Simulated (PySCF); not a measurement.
Geometries of 2 isomers of C2H6O, from PBE0-D3(BJ)/def2-SVP geometry optimisation, gas phase in PySCF. One conformer each, no zero-point energy, no frequencies.

Question: Which isomer lies lower at this level?
A.
```xyz
9
angstrom
C     -0.890    0.173    0.153
C      0.457   -0.374   -0.278
O      1.518    0.504   -0.010
H     -1.707   -0.514   -0.119
H     -1.081    1.147   -0.322
H     -0.930    0.316    1.246
H      0.623   -1.369    0.185
H      0.463   -0.536   -1.367
H      1.547    0.652    0.940
```
B.
```xyz
9
angstrom
C     -0.212   -0.364    1.130
O      0.797   -0.045    0.228
C      0.314    0.358   -1.012
H     -0.848   -1.199    0.770
H     -0.879    0.499    1.335
H      0.259   -0.669    2.075
H     -0.288   -0.433   -1.504
H      1.176    0.587   -1.655
H     -0.319    1.266   -0.940
```

Answer: A. That is `CCO` (C2H6O), 10.5 kcal/mol below the other.

| SMILES | atoms numbered as above | E (Eh) | relative (kcal/mol) | relative (kJ/mol) | dipole (D) |
| --- | --- | --- | --- | --- | --- |
| CCO | [CH3:1][CH2:2][OH:3] | -154.74584 | 0.0 | 0.0 | 1.62 |
| COC | [CH3:1][O:2][CH3:3] | -154.72913 | 10.5 | 43.9 | 1.25 |

As drawn, the lower has an O–H bond, which the higher lacks.
